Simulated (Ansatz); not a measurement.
# How the c axis length of In (model structure, started from the omega type, P6/mmm, No. 191, 3 atoms in the cell) moves with the method

No measured value is used here.

```
level (code)         value (Å)
-------------------  ---------
PBE (Ansatz)             3.255
PBEsol (Ansatz)          3.173
PBE-D3(BJ) (Ansatz)      3.195
```

Ansatz's density-functional and Hartree–Fock values are scalar-relativistic unless marked +SOC, with PAW data made under PBE.

A model structure was made by putting elements into a prototype or built by hand; it is no filed structure, need not be a known phase, and can be a saddle point held by its symmetry.

Ansatz is a program for electronic structure.
